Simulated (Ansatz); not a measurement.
# Molecular dynamics, step by step

Si₂H₃F, closed shell, PBE0-D4/def2-SVP (Ansatz 0.2.0). Settings (timestep in fs, temperature in K; T counts 12 degrees of freedom):

```yaml
hamiltonian: {xc: pbe0, dispersion: d4}
md: {n_steps: 30, timestep: 1.0, temperature: 200, ensemble: nve, seed: 201, initial_velocities: maxwell_boltzmann}
```

Start, the saddle point found with PBE0-D4 in triple zeta (not stationary at another level):

```xyz
6
angstrom
F 0.9947 0.0910 -1.1334
Si -0.1789 0.2081 0.9046
Si -0.6960 0.0421 -1.3559
H -0.9256 -1.4550 -1.4610
H 1.0881 -0.3971 1.4099
H -0.2822 1.5110 1.6358
```

```
step  time (fs)  potential energy less the start (meV)  kinetic energy (meV)  T (K)
   0       0.00                                    0.0                 103.4    200
   2       2.00                                   12.0                  91.8    178
   4       4.00                                   21.8                  82.0    159
   6       6.00                                   30.1                  73.4    142
   8       8.00                                   49.1                  54.6    106
  10      10.00                                   65.7                  38.4     74
  12      12.00                                   62.6                  41.3     80
  14      14.00                                   49.4                  54.1    105
  16      16.00                                   44.4                  59.3    115
  18      18.00                                   40.0                  64.0    124
  20      20.00                                   23.4                  80.2    155
  22      22.00                                   10.6                  92.8    180
  24      24.00                                   12.6                  91.2    176
  26      26.00                                   11.9                  92.1    178
  28      28.00                                   -4.2                 108.0    209
  30      30.00                                  -24.3                 127.9    247
```

Step 14, positions (Å) and forces (eV/Å):

```tsv
atom	x	y	z	Fx	Fy	Fz
F1	1.010	0.085	-1.128	-0.079	0.423	0.593
Si2	-0.165	0.202	0.908	0.019	-0.034	-0.199
Si3	-0.723	0.049	-1.361	0.209	-0.435	-0.348
H4	-0.750	-1.464	-1.595	-0.334	0.068	0.099
H5	1.012	-0.377	1.642	0.047	-0.005	-0.166
H6	-0.318	1.588	1.476	0.137	-0.017	0.021
```

Step 18, positions (Å) and forces (eV/Å):

```csv
atom,x,y,z,Fx,Fy,Fz
F1,1.017,0.091,-1.116,-0.385,0.259,0.600
Si2,-0.160,0.200,0.909,-0.296,-0.027,-0.712
Si3,-0.730,0.045,-1.368,0.337,0.136,-0.152
H4,-0.816,-1.437,-1.605,-0.180,-0.373,0.041
H5,0.986,-0.362,1.650,0.431,-0.236,0.075
H6,-0.287,1.591,1.425,0.093,0.241,0.148
```

Step 26, positions (Å) and forces (eV/Å):

```csv
atom,x,y,z,Fx,Fy,Fz
F1,1.020,0.107,-1.080,-0.733,-0.096,0.556
Si2,-0.152,0.197,0.900,0.585,0.267,-0.299
Si3,-0.740,0.039,-1.382,0.124,-0.266,-0.119
H4,-0.994,-1.481,-1.592,0.291,0.327,0.161
H5,1.039,-0.401,1.649,-0.334,0.065,-0.304
H6,-0.179,1.643,1.371,0.067,-0.298,0.006
```

Last step (30):

```json
{"atom": "F1", "x (Å)": "1.0134", "y (Å)": "0.1151", "z (Å)": "-1.0543"}
{"atom": "Si2", "x (Å)": "-0.1439", "y (Å)": "0.1966", "z (Å)": "0.8928"}
{"atom": "Si3", "x (Å)": "-0.7436", "y (Å)": "0.0345", "z (Å)": "-1.3907"}
{"atom": "H4", "x (Å)": "-1.0358", "y (Å)": "-1.4660", "z (Å)": "-1.5549"}
{"atom": "H5", "x (Å)": "1.0235", "y (Å)": "-0.4197", "z (Å)": "1.5949"}
{"atom": "H6", "x (Å)": "-0.1076", "y (Å)": "1.6249", "z (Å)": "1.3516"}
```

Hardware: 2 CPU threads of an Arm Neoverse V1, shared host. Wall time about 29 s.
